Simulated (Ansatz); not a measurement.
Input file:

```yaml
crystal:
  periodic: [false, false, false]
  atoms:
    - {symbol: Sn, position_ang: [0.000000, 0.000000, 0.000000]}
    - {symbol: H, position_ang: [0.000000, 0.000000, 1.553000]}
basis:
  gaussian: {orbitals: def2-TZVPP}
total_charge: 1
magnetization: {spin_polarized: false}
correlation: {method: ccsdt_q, electrons: outside_noble_gas}
```

```sh
$ ansatz run in.yaml --threads 1 --pin off --events-out ev --progress --plain --max-ram 2393MiB
```

The program prints:

```
957 factors; integrals over basis functions are off by at most 2.5e-7 eV
mean field evaluation 1: about -5813.1705 eV, gradient 1.1e1 eV
mean field evaluation 2: about -5813.1714 eV, gradient 1.1e1 eV
mean field evaluation 4: about -5813.5507 eV, gradient 8.6e-1 eV
mean field evaluation 8: about -5813.5543 eV, gradient 5.6e-4 eV
mean field evaluation 16: about -5813.5543 eV, gradient 3.5e-6 eV
mean field -5813.55430823 eV, -213.6441802588 hartree, gradient 3.5e-6 eV, S^2 0.000000; 0 other end points of the search recorded, 0 dependent functions left out
9 core orbitals not correlated: weight in the atoms' cores, before any rotation towards them, 0.997 or more for the frozen orbitals, at most 0.001 for the correlated occupied ones
reference -5813.55430823 eV, -213.6441802588 hartree; 2, 2 occupied and 53, 53 virtual orbitals, 957 factors
second order -1.57365166 eV of doubles, -0.00000000 eV of singles
cycle   1  -1.87870988 eV  change   -3.1e-1 eV  update   5.4e-2
cycle   2  -2.06825299 eV  change   -1.9e-1 eV  update   2.5e-2
cycle   3  -2.07056858 eV  change   -2.3e-3 eV  update   5.0e-3
cycle   4  -2.07138756 eV  change   -8.2e-4 eV  update   1.7e-3
cycle   5  -2.07098889 eV  change    4.0e-4 eV  update   5.4e-4
cycle   6  -2.07076320 eV  change    2.3e-4 eV  update   1.9e-4
cycle   7  -2.07088129 eV  change   -1.2e-4 eV  update   6.4e-5
cycle   8  -2.07088010 eV  change    1.2e-6 eV  update   1.6e-5
cycle   9  -2.07087172 eV  change    8.4e-6 eV  update   3.2e-6
cycle  10  -2.07087230 eV  change   -5.8e-7 eV  update   7.8e-7
cycle  11  -2.07087221 eV  change    8.5e-8 eV  update   2.2e-7
perturbative correction -0.00081868 eV, -0.0000300859 hartree
Total energy: -5815.62599912 eV, -213.7203134949 hartree
```

For the same geometry and basis full CI lies 0.2 meV lower.

Ran on 1 thread of Arm Neoverse V1, shared host: 3.9 s wall, 0.19 GiB peak host memory.
